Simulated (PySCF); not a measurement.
## Chlorine: a sound run and one with changed settings

Sound run: Cl [Ne] 3s2 3p5, Cl⁺ [Ne] 3s2 3p4. All numbers are calculated (PySCF 2.14, scalar relativity by spin-free X2C-1e, in cc-pVTZ-DK). The sound run starts from symmetry-adapted Hartree-Fock orbitals and uses a fine grid where one is needed.

Changed run: radial step 0.3 in ln r (0.13 in the sound run). This setting is unsound on purpose.

```
species  method  sound run (hartree)  changed run (hartree)  converged
     Cl     UHF           -460.89424             -460.89424        yes
     Cl     PBE           -461.38787             -461.38675        yes
     Cl     LDA           -460.05887             -460.05891        yes
    Cl⁺     UHF           -460.46221             -460.46221        yes
    Cl⁺     PBE           -460.91208             -460.91079        yes
    Cl⁺     LDA           -459.57431             -459.57434        yes
```

Ionisation energy of Cl:

| method | sound run (eV) | changed run (eV) |
| --- | --- | --- |
| UHF | 11.756 | 11.756 |
| PBE | 12.947 | 12.951 |
| LDA | 13.185 | 13.186 |

A coarse radial grid mis-integrates the density and the exchange-correlation energy, with errors of either sign; Hartree-Fock needs no grid.

For comparison, NIST gives 12.968 eV between the lowest levels.
